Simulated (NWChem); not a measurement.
Molecule: CH6Si; SMILES C[SiH3]

Computed with NWChem. The geometry was optimised at PBE0/def2-SVP. Level PBE/def2-SVP: energy and gradient; each run changes one setting, and changes count from the defaults (medium grid, exact Coulomb integrals, symmetry on).

Q: Which setting moves the energy most, and by about how much (Coulomb fitting, Weigend set; tight SCF thresholds and tolerances; Becke weights; defaults; extra-fine grid)?

A: Coulomb fitting, Weigend set, by about 300 μHa.
```
setting                              size of the energy change (μHa)  largest change of a gradient component (μHa/bohr)
-----------------------------------  -------------------------------  -------------------------------------------------
defaults                                                        < 10                                               < 30
Coulomb fitting, Weigend set                                     300                                                 50
extra-fine grid                                                 < 10                                                 90
Becke weights                                                   < 10                                                 80
tight SCF thresholds and tolerances                             < 10                                               < 30
```
